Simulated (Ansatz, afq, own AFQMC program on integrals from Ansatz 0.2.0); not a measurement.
MgBr⁻, triplet in aug-cc-pVDZ, levels against CCSDT(Q)

```xyz
2

Br    0.0000    0.0000    0.0000
Mg    0.0000    0.0000    2.4749
```

Basis aug-cc-pVDZ. Only valence electrons are correlated. Ansatz 0.2.0 and our own AFQMC program on the same integrals; the CISD trial comes from CCSD amplitudes, and released means the phaseless constraint is let go. Free projection: walkers drawn from exp(T), propagated without any constraint. Its projection time is finite, and what remains of the start isn't in its error. Uncertainties: one standard error, sampling alone. No spin–orbit coupling.

Determinant: UHF, the one that the program's search chose, which needn't be the lowest solution. The geometry is a point of a scan.

No full CI on the walks' own integrals is used here; CCSDT(Q) serves as the reference and is uncertain by about the last step of the cluster series.

Cautions: no relativity below Rb; no spin-orbit coupling; inner d shell frozen; lower spins were not checked; the ph-AFQMC/CISD walk drifts between its halves (2.4 errors).

* T1 diagnostic: 0.0129
* weight of the determinant in the CISD state: 0.911
* ⟨S²⟩ of the determinant: 2.001
* size of the correlated space: 10 electrons in 44 orbitals

```tsv
level	correlation energy (eV)
MP2	-3.7941
CCSD	-4.1742
CCSD(T)	-4.2858
```

(1) Estimate where phaseless AFQMC with the Hartree–Fock trial lies against CCSD(T) on the same integrals.

(1) 1.13 ± 0.91 kcal/mol above CCSD(T). The gap is under twice the noise, so this walk alone can't tell the two apart.

Reference: CCSDT(Q), correlation energy -4.307 eV. The released energy is read at 2.40 1/Eh (meV from the phaseless value at times in 1/Eh: -1 ± 8 at 0.24, 1 ± 7 at 0.51, -4 ± 8 at 0.99, -13 ± 7 at 1.62, -1 ± 8 at 2.40).

```
         level  E − E(reference) (kcal/mol)  share of correlation (%)
       CCSD(T)                         0.49                     99.51
         CCSDT                         0.20                     99.80
   ph-AFQMC/HF                  1.62 ± 0.91                     98.37
 ph-AFQMC/CISD                  0.06 ± 0.16                     99.94
released AFQMC                  0.03 ± 0.18                     99.97
    free AFQMC                  0.24 ± 0.22                     99.76
```

Free projections are given only where their last times agree within the noise and don't stop above the reference; a slow remainder of the start can still hide under it. A walk keeps the symmetry of its determinant, which the program's search chose and which needn't be the lowest solution, so a lower state of the same spin and another symmetry isn't excluded. Released energies are given only where the last usable release times agree within the noise; a slower fall can still hide under it.
